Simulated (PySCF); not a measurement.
Species: C₅H₇ (doublet state).
Cartesian coordinates in Å at the GFN2-xTB level; atoms count from 1:
```
atom  x, y, z in Å
C1     1.8444    1.3579    1.1092
C2     0.8930    1.1018    0.2819
C3     0.5778   -0.2736   -0.3313
C4    -0.7688   -0.7119    0.1317
C5    -1.8584   -0.6762   -0.6162
H6     2.6354    0.8499    1.6098
H7     0.2079    1.8718   -0.0518
H8     0.5978   -0.1681   -1.4176
H9     1.3438   -0.9853   -0.0214
H10   -0.8218   -1.0347    1.1629
H11   -2.8194   -0.9823   -0.2400
H12   -1.8304   -0.3499   -1.6432
```

The hyperfine couplings belong to this conformer and change with its torsions.

The species is `[H]/[C]=C\CC=C` [radical].

Level of theory: UKS B3LYP, pcH-1 on C H, non-relativistic, mean-field spin-orbit, GIAO in PySCF. One conformer (not necessarily the lowest) at the GFN2-xTB geometry, without solvent, vibrations or thermal averaging. The geometry wasn't refined by DFT: couplings that depend on bond lengths, twists or pyramidal angles can differ widely from those at the functional's own minimum. The SCF solution wasn't tested for stability.

(1) Where do the isotropic ENDOR lines of H7, H6, H8/H9 and H10 fall at 336.6 mT, to first order?

(2) Which pairs are centred on the nuclear Larmor frequency, and which on half the coupling?

(3) At what field would the lower line of H6 fall to zero frequency?

Answers

(1) ν± = |νn ± a/2|, one line for each electron-spin manifold; νn = |g_N| × 7.62259 MHz/T × B.

| nuclei | isotope | g_N | νn (MHz) | a_iso (MHz) | lower line (MHz) | upper line (MHz) |
| --- | --- | --- | --- | --- | --- | --- |
| H7 | 1H | 5.5857 | 14.33 | 110.87 | 41.10 | 69.77 |
| H6 | 1H | 5.5857 | 14.33 | 36.33 | 3.83 | 32.50 |
| H8/H9 | 1H | 5.5857 | 14.33 | -5.64 | 11.51 | 17.15 |
| H10 | 1H | 5.5857 | 14.33 | 0.60 | 14.03 | 14.63 |

(2) Centred on νn, since |a| < 2νn: H8/H9 and H10. Centred on |a|/2 and split by 2νn: H7 and H6.

(3) Where νn = |a|/2, that is B = 18.17 MHz/(5.5857 × 7.62259 MHz/T) = 427 mT, as far as first order holds there.

Nuclei that the bonding pattern makes equivalent are averaged, as if the motion that swaps them (rotation, inversion, ring flip) were fast.

Hardware: one thread of an Arm Neoverse V2 (shared host). Cost: 20 s of wall time (grids of density and orbitals included), 0.68 GiB resident at most.
